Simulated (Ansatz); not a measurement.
## SnO₂: computed properties

Computed with Ansatz, DFT LDA, scalar-relativistic, plane waves, PAW.

Settings: cutoff 420 eV, Γ-centred mesh 10×10×10 on the computed 6-atom cell, Gaussian smearing of 0.02 eV; no spin polarisation.

The structure is relaxed at this level of theory with its symmetry kept. This form isn't the usual stable structure of the compound.

Symmetry: I4_1/amd, No. 141, tetragonal system. The conventional cell has a = 3.972 Å, b = 3.972 Å, c = 10.180 Å, α = 90.00°, β = 90.00°, γ = 90.00°. Sn (site symmetry -4m2) has 6 O at 2.04 to 2.07 Å as nearest neighbours. O (site symmetry 2mm) is surrounded by 3 Sn at 2.04 to 2.07 Å.

```
Volume per atom                                                                                                                             : 13.39 Å³
Formation energy from the elements' standard states (uncorrected)                                                                           : -1.891 eV/atom
Kohn–Sham band gap                                                                                                                          : 1.73 eV, indirect from (0.198, 0.198, 0.266) to Γ
Löwdin character of the top 1 eV of the valence band                                                                                        : O 2p 97 %
Löwdin character of the lowest 1 eV of the conduction band                                                                                  : Sn 5s 52 %, O 2s 24 %, O 2p 18 %
Electron masses at the edge by Cartesian direction of the standard setting (m_e; degenerate bands sorted by energy; no spin-orbit coupling) : x: 0.23; y: 0.23; z: 0.21
Hole masses at the edge by Cartesian direction of the standard setting (m_e; degenerate bands sorted by energy; no spin-orbit coupling)     : x: 2.7; y: 2.7; z: 4.1
Bulk modulus                                                                                                                                : 160 GPa
Its pressure derivative                                                                                                                     : 3.5
Electronic dielectric constant xx, yy, zz of the standard setting (independent particles)                                                   : 4.2, 4.2, 4.4
Bader charges (e)                                                                                                                           : Sn (2 in the cell) 2.44, O (4 in the cell) -1.22
```